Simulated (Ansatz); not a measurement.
Born–Oppenheimer molecular dynamics of CH$_{5}$BO (8 atoms, charge 0, multiplicity 1). It starts at the highest image of a converged band. Of that band: The profile has 2 maxima (images 1, 4) with wells between them (image 2): this band takes more than one step, which may be the mechanism or a detour left from its start path. Neighbouring images differ by up to 3.9 eV, so the band resolves the path poorly. A vibrational analysis at the climbing image gives one clearly imaginary mode, 1284i cm⁻¹: a first-order saddle point.

Theory: RKS PBE-D4/def2-SVP (Ansatz).

| Item | Value |
| --- | --- |
| ensemble | NVE (velocity Verlet) |
| time step | 0.5 fs |
| steps asked | 200 |
| starting velocities drawn for | 300 K |
| seed | 11508 |

First frame:

```xyz
8
Properties=species:S:1:pos:R:3
B 0.164 -0.424 -0.375
C 0.964 -0.015 1.502
H 0.250 -0.622 2.090
H 2.009 -0.199 1.818
H 0.720 1.064 1.522
H 1.293 -0.568 0.132
O -1.078 0.011 -0.108
H -1.645 -0.095 -0.893
```

Problem. How far do the bonds stretch over the last three quarters of this one trajectory? (Pairs bonded in most of those frames.)

Solution. 
```csv
bond,mean (Å),spread (Å),shortest,longest
B1–O7,1.310,0.026,1.27,1.36
C2–H3,1.108,0.026,1.06,1.16
C2–H4,1.110,0.029,1.05,1.17
C2–H5,1.108,0.022,1.06,1.16
C2–H6,1.150,0.108,0.97,1.35
O7–H8,0.979,0.025,0.94,1.02
```

Mean temperature of the second half: 1479 K. The conserved energy stayed within 0.68 meV per atom of its start (net change -0.037 meV per atom), so the integration is sound. The kinetic energy rose, since the run started high on the potential surface and went downhill. It ends in pieces (BHO + CH4), so much of that is their flight and rotation, not heat. A run of 0.1 ps of so small a system gives no equilibrium averages. The orbitals stay closed-shell, which can raise the energy where a bond breaks towards radicals; this wasn't checked here.

Time of the run: 4.2 min on 1 thread of Arm Neoverse V1, with other jobs on the host, peak memory 0.1 GiB.
